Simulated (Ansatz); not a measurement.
# CH5OSi: the cost of one run

All numbers are computed with the Python package of Ansatz 0.2.0. Level of theory: PBE/pcseg-2.

**1. Starting point**

Bond lengths: C1–O2 1.419 Å, O2–Si3 1.665 Å, C1–H4 1.096 Å, C1–H5 1.096 Å, C1–H6 1.095 Å, Si3–H7 1.483 Å, Si3–H8 1.483 Å. Angles: C1–O2–Si3 118.4°, O2–C1–H4 111.3°, O2–C1–H5 111.3°, O2–C1–H6 108.1°, H4–C1–H5 110.3°, H4–C1–H6 107.9°, H5–C1–H6 107.9°, O2–Si3–H7 108.5°, O2–Si3–H8 108.5°, H7–Si3–H8 107.8°.

No structure file is read: the coordinates are typed or built in the script.

**2. The code**

Contents of energy_ch5osi.py:

```python
"""Electronic structure of the CH5OSi(-) molecule."""

import ansatz as az
from ase import Atoms

BASIS = "pcseg-2"
FUNCTIONAL = "pbe"
NET_CHARGE = -1


def main() -> None:
    atoms = Atoms(["C", "O", "Si", "H", "H", "H", "H", "H"], positions=[
        (1.0444, 0.0913, -0.1036),
        (0.0461, -0.8036, -0.5691),
        (-1.5336, -0.5274, -0.1228),
        (0.8684, 1.109, -0.4705),
        (1.1027, 0.0874, 0.9909),
        (2.0105, -0.2446, -0.4933),
        (-1.9254, 0.8249, -0.5899),
        (-1.6131, -0.537, 1.3584),
    ])
    molecule = az.Crystal.molecule_from_ase(atoms)

    calculation = (
        molecule.calculation()
        .basis(gaussian=BASIS)
        .functional(FUNCTIONAL)
        .charge(NET_CHARGE)
    )
    done = calculation.run()
    rep = done.report

    print("reference energy %16.6f eV" % rep["reference_energy_ev"])
    print("total energy     %16.6f eV" % rep["free_energy_ev"])
    print("occupied orbitals outside the frozen core (up, down):", rep["n_occupied"], " frozen:", rep["n_frozen"], " virtual:", rep["n_virtual"])


if __name__ == "__main__":
    main()
```

**3. Running it**

Command:

```bash
$ python energy_ch5osi.py
```

Q: Estimate wall time and peak memory on 1 thread of Arm Neoverse V2, shared host.

About 3.4 s, with a peak of 0.23 GiB.
